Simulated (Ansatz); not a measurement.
# H3C–S, doublet: reading a ladder of total energies

Geometry: a PBE0/def2-TZVP stationary point for this spin, not checked as a minimum.

```yaml
atoms:
  - { symbol: C, position_ang: [-0.0073, 0.0000, 1.1891] }
  - { symbol: S, position_ang: [-0.0002, 0.0000, -0.5928] }
  - { symbol: H, position_ang: [1.0435, 0.0000, 1.5020] }
  - { symbol: H, position_ang: [-0.4747, 0.8983, 1.5939] }
  - { symbol: H, position_ang: [-0.4747, -0.8983, 1.5939] }
```

Basis cc-pVDZ; Ansatz 0.2.0. Only valence electrons are correlated (noble-gas cores frozen), which leaves 13 electrons in 41 orbitals. Prefix R: restricted or restricted open-shell reference; prefix U: unrestricted.

Full CI isn't at hand for all of this; UCCSDT(Q) serves as the reference, and is uncertain by about the last step of the cluster series.

Runs differ by some tens of microhartree through their thresholds and, for an open shell, their frozen cores, so steps under 0.03 kcal/mol mean nothing.

```tsv
level	total energy (hartree)
UHF	-437.123197
UMP2	-437.377718
UCCSD	-437.411585
UCCSD(T)	-437.418707
UCCSDT	-437.419398
UCCSDT(Q)	-437.419850
```

Problem. What is the correlation energy at UCCSDT(Q), and what share of it do UMP2 and UCCSD(T) recover?

Solution. E(corr) = -437.419850 − (-437.123197) = -0.296653 hartree = -8.072 eV. UMP2: -0.254521 / -0.296653 = 85.80 %. UCCSD(T): -0.295510 / -0.296653 = 99.61 %.

Problem. By how many kcal/mol does UCCSD(T) miss UCCSDT(Q) (1 hartree = 627.509 kcal/mol), and which steps make up the rest?

Solution. -437.418707 − (-437.419850) = 0.001143 hartree = 0.72 kcal/mol. Steps: UCCSDT − UCCSD(T) = -0.43, UCCSDT(Q) − UCCSDT = -0.28 kcal/mol. That is within 1 kcal/mol of the reference in this basis, which itself misses far more of the correlation at the basis-set limit.
